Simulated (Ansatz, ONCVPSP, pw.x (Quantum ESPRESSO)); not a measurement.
Equation-of-state test of one ONCV potential (Ba)

ONCVPSP 4.0.1.1 (patched build) input, shortened (lines: element, Z, core and valence counts, functional; n l f; lmax; l rc ep ncon nbas qcut; lloc lpopt rc5 dvloc0; l nproj debl; icmod fcfact rcfact), PBE, scalar-relativistic:

```
  Ba 56.00    9    3        4      upf
    1    0    2.00
    2    0    2.00
    2    1    6.00
    3    0    2.00
    3    1    6.00
    3    2   10.00
    4    0    2.00
    4    1    6.00
    4    2   10.00
    5    0    2.00
    5    1    6.00
    6    0    2.00
    3
    0    3.05    0.00    4    7    4.20
    1    2.35    0.00    3    6    6.00
    2    3.00    0.18    3    8    3.40
    3    3.20    0.10    3    8    3.20
    4    5    1.70    0.00
    0    2    2.50
    1    2    1.30
    2    3    1.40
    3    2    1.30
    3    2.75    1.45
```

In the d channel the program set the typed energies aside and used 0.050, 1.450, 2.850 Ha.

Atomic tests: cutoffs needed: 11 Ha and 13 Ha (the cutoffs (Ha) at which the residual kinetic energy of the hardest occupied pseudo-wave falls to 1 and 0.1 mHa per electron) The cutoffs count occupied waves only; projector 2 of the f channel, the hardest unoccupied one, needs 54 Ha at the loose tolerance.; ghost test: no bound ghost flagged; GHOST(+) flagged for f at 1.69 eV, s at 29.6 eV; largest excitation error: -16 meV (all-electron minus pseudo) for 5s2 5p5 6s2, out of 4 test configurations.

Crystal test: bcc Ba in pw.x 7.5, no spin, 9³ k-points, Fermi–Dirac smearing 0.01 Ry, cutoffs 50/200 Ry. The reference is all-electron LAPW (Ansatz 0.2.0) with the same functional, mesh and smearing; V0 and B0 come from Birch–Murnaghan fits to the pressures at five volumes. Errors are pseudo minus all-electron; Δ is the rms difference of the E(V) curves that follow from these fits, minima aligned, over ±6 % about the mean V0. Mesh and smearing are coarse, so the numbers serve the comparison and aren't converged zero-temperature values; the lattice is a test structure that the element need not adopt.

All-electron: a0 = 5.031 Å (V0 = 63.67 Å³/atom), B0 = 8.4 GPa.

How far does the potential miss the all-electron equation of state?

mean pressure error (GPa): -0.03; a0 (Å): 5.026; a0 error (%): -0.11; B0 error (%): -0.8; Δ (meV/atom): 0.4. The generator flags a localised state at positive energy (f at 2 eV, s at 30 eV).

```tsv
V (Å³/atom)	P all-electron (GPa)	P pseudo (GPa)
60.428	0.47	0.44
62.018	0.23	0.20
63.608	0.01	-0.02
65.198	-0.19	-0.22
66.788	-0.38	-0.40
```

At the middle volume, how do free energy and pressure move when the wave cutoff is lowered (ecutrho kept at four times it)?

```json
{"cutoff (Ry)": "22", "shift of F (meV/atom)": "+125.5", "shift of P (GPa)": "-1.75"}
{"cutoff (Ry)": "30", "shift of F (meV/atom)": "+2.8", "shift of P (GPa)": "-0.07"}
{"cutoff (Ry)": "40", "shift of F (meV/atom)": "+0.3", "shift of P (GPa)": "+0.00"}
```

The run at the middle volume (35 k-points, 7 iterations) took about 34 s on one core of a shared host (Neoverse-N1, 64 threads, 124 GiB, load 57).
